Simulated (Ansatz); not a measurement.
C$_{3}$H$_{6}$OS (`C=C(O)SC`), relaxed with RKS PBE0-D4/def2-TZVP in Ansatz from a PBE-D4/def2-SVP geometry. The force threshold is 0.005 eV/Å; the program also tests the step.

Charge 0, multiplicity 1.

Start:

```xyz
11

C     1.763   -0.216   -0.296
C     0.625   -0.815    0.113
O     0.574   -1.609    1.219
S    -0.931   -0.647   -0.778
C    -1.441    1.025   -0.235
H     2.685   -0.318    0.295
H     1.778    0.373   -1.221
H    -0.362   -1.873    1.324
H    -2.440    1.203   -0.678
H    -1.516    1.088    0.867
H    -0.735    1.790   -0.611
```

```json
{"step": "1", "energy (eV)": "-16083.2057", "largest force (eV/Å)": "0.776", "largest move (Å)": "0.000"}
{"step": "2", "energy (eV)": "-16083.2622", "largest force (eV/Å)": "0.278", "largest move (Å)": "0.031"}
{"step": "3", "energy (eV)": "-16083.2703", "largest force (eV/Å)": "0.126", "largest move (Å)": "0.037"}
{"step": "4", "energy (eV)": "-16083.2708", "largest force (eV/Å)": "0.094", "largest move (Å)": "0.031"}
{"step": "5", "energy (eV)": "-16083.2745", "largest force (eV/Å)": "0.072", "largest move (Å)": "0.046"}
{"step": "6", "energy (eV)": "-16083.2824", "largest force (eV/Å)": "0.332", "largest move (Å)": "0.195"}
{"step": "7", "energy (eV)": "-16083.2931", "largest force (eV/Å)": "0.341", "largest move (Å)": "0.070"}
{"step": "8", "energy (eV)": "-16083.3106", "largest force (eV/Å)": "0.194", "largest move (Å)": "0.200"}
{"step": "9", "energy (eV)": "-16083.3161", "largest force (eV/Å)": "0.153", "largest move (Å)": "0.072"}
{"step": "10", "energy (eV)": "-16083.3168", "largest force (eV/Å)": "0.133", "largest move (Å)": "0.041"}
{"step": "11", "energy (eV)": "-16083.3182", "largest force (eV/Å)": "0.031", "largest move (Å)": "0.045"}
{"step": "12", "energy (eV)": "-16083.3183", "largest force (eV/Å)": "0.026", "largest move (Å)": "0.009"}
{"step": "13", "energy (eV)": "-16083.3184", "largest force (eV/Å)": "0.011", "largest move (Å)": "0.012"}
{"step": "14", "energy (eV)": "-16083.3184", "largest force (eV/Å)": "0.006", "largest move (Å)": "0.002"}
{"step": "15", "energy (eV)": "-16083.3184", "largest force (eV/Å)": "0.004", "largest move (Å)": "0.003"}
```

End:

```xyz
11

C     1.947   -0.411   -0.397
C     0.702   -0.597    0.026
O     0.441   -1.013    1.293
S    -0.689   -0.364   -1.030
C    -1.578    0.930   -0.135
H     2.784   -0.675    0.238
H     2.134    0.007   -1.374
H    -0.418   -1.449    1.294
H    -2.515    1.084   -0.670
H    -1.803    0.631    0.889
H    -1.005    1.856   -0.134
```

Run time 36 s (4 threads of an Arm Neoverse V2 on a shared host); peak host memory 0.48 GiB.
